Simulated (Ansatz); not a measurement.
For α-phase Ga, LDA in Ansatz (plane waves, PAW) gives:

- equilibrium volume per atom = 18.36 Å³/atom
- bulk modulus = 66.8 GPa
- cohesive energy = 3.44 eV/atom

**Question.** What does r²SCAN (Ansatz, a program for electronic structure, plane waves, PAW) give for the same quantities?

**Answer.** 
- equilibrium volume per atom: 19.19 Å³/atom (increases by 4.5 %)
- bulk modulus: 63.4 GPa (falls by 5.1 %)
- cohesive energy: 2.84 eV/atom (decreases by 0.60 eV/atom)

For comparison: cohesive energy 2.81 eV/atom (measured, 0 K, copied from a table, unchecked, 0 K, 1 atm; zero-point vibration energy not added; as tabulated in Kittel's textbook).

Changes are worked out from the printed values.

Unless a cell is named, each level is at its own relaxed cell (LDA 18.36, r²SCAN 19.19 Å³/atom).

Ansatz's density-functional and Hartree–Fock values are scalar-relativistic unless marked +SOC, with PAW data made under PBE.
